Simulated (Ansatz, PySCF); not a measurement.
Gas-phase reaction in SMILES: [SiH3][Si](Cl)(Cl)Cl [trichloro(silyl)silane] → [SiH3] (SiH3) + [Si](Cl)(Cl)Cl (the Si-Si bond breaks)

Wanted: bond dissociation energy (enthalpy at 298 K), in kcal/mol. Terms: valence correlation only; 6-311+G** with 5d, 6d on Na to Ar in Ansatz (a quantum-chemistry and plane-wave program); 6-31G* and kin with 6d, 5d where marked; no dispersion term unless named; non-relativistic; open shells spin-unrestricted; no spin-orbit coupling. Basis-set limits of correlation are two-point, X^-3; Hartree-Fock from the larger set. [CCSD(T)-MP2]/basis is that difference in the basis named. Ab initio and DFT rows: single points at B3LYP-D3(BJ) geometries (Ansatz), with unscaled harmonic terms from B3LYP/6-31G* (Ansatz) at its own minima.

Coupled cluster (Ansatz) is a level with limits of its own, used here on species with T1 under 0.025 (0.045 for open shells) and stable references: RI-MP2/CBS(cc-pV(T+d)Z,cc-pV(Q+d)Z)+[CCSD(T)-MP2]/cc-pV(T+d)Z.

Value to compare with, RI-MP2/CBS(cc-pV(T+d)Z,cc-pV(Q+d)Z)+[CCSD(T)-MP2]/cc-pV(T+d)Z (Ansatz): 78.9 kcal/mol.

| level | program | bond dissociation energy (enthalpy at 298 K) (kcal/mol) | difference |
|---|---|---|---|
| PBE/3-21G | Ansatz | 70.9 | -8.0 |
| PBE/6-31G* | Ansatz | 71.6 | -7.3 |
| PBE/def2-SVP | Ansatz | 71.4 | -7.5 |
| PBE/6-311+G** | Ansatz | 70.4 | -8.5 |
| B3LYP/3-21G | Ansatz | 67.3 | -11.6 |
| B3LYP/6-31G* | Ansatz | 70.1 | -8.8 |
| PBE0/6-31G* | Ansatz | 73.5 | -5.4 |
| PBE0/6-311+G** | Ansatz | 72.6 | -6.3 |
| M06-2X/6-311+G** | PySCF | 72.8 | -6.1 |
| B3PW91/6-31G* (5d) | PySCF | 71.2 | -7.7 |
| B3LYP/def2-TZVPD | Ansatz | 69.1 | -9.8 |
| wB97X-V/def2-TZVPD | Ansatz | 79.3 | 0.4 |
| B2PLYP-D3(BJ)/def2-TZVPD | Ansatz + dftd3 | 75.1 | -3.8 |

Among the 10 habitual levels, B3LYP/3-21G lies farthest from RI-MP2/CBS(cc-pV(T+d)Z,cc-pV(Q+d)Z)+[CCSD(T)-MP2]/cc-pV(T+d)Z (Ansatz) (-11.6 kcal/mol) and PBE0/6-31G* nearest (-5.4); 0 of 10 lie above it, and their mean absolute difference is 7.7 kcal/mol, the median 7.6. One case shows no general order.

The levels are drawn from those run, B3LYP/6-31G* more often than the rest, none by its result; left out are runs that failed, that the program found above a lower state of the same kind, or whose <S^2> lies over 0.5 above the pure value.
